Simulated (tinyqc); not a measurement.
Orbital energy against energy difference: ionisation energy by orbital energies and by energy differences in the 6-31g* basis, for BH3, spin multiplicity 1. Computed by the program tinyqc with PySCF. The cation is unrestricted; errors are against CCSD(T) in this basis, not against experiment.

Geometry (angstrom):
```
atom        x        y       z
B      0.0000   0.0000  0.0210
H      1.1280   0.0000  0.0000
H     -0.5640   0.9770  0.0000
H     -0.5640  -0.9770  0.0000
```

CCSD(T) difference in the same basis = 13.1494 eV

IP-EOM-CCSD = 13.1915 eV

First vertical ionisation energy (eV):
```
method     -e(HOMO)  E(cation) - E  error of -e(HOMO)  error of the difference
HF          13.8046      12.738473             0.6552                  -0.4110
LDA          8.4153      13.228891            -4.7341                   0.0795
PBE          8.4317      13.130283            -4.7177                  -0.0191
B3LYP        9.7443      13.380262            -3.4051                   0.2308
CAM-B3LYP   11.4840      13.425256            -1.6654                   0.2758
LC-wPBE     13.0051      13.503282            -0.1443                   0.3539
```

Estimate the missing row, method = PBE0.

Computed row:
```
method  -e(HOMO)  E(cation) - E  error of -e(HOMO)  error of the difference
PBE0      9.9878      13.313310            -3.1617                   0.1639
```

Koopmans errs by +0.66 eV and Delta-HF by -0.41 eV: relaxation, 1.07 eV, lowers the value and the missing correlation difference works against it. The PBE level is off by -4.7 eV through the wrong tail of its potential, though its energy difference is off by -0.02 eV; exact exchange deepens the level, and among the orbital energies LC-wPBE comes closest; among the differences PBE does.
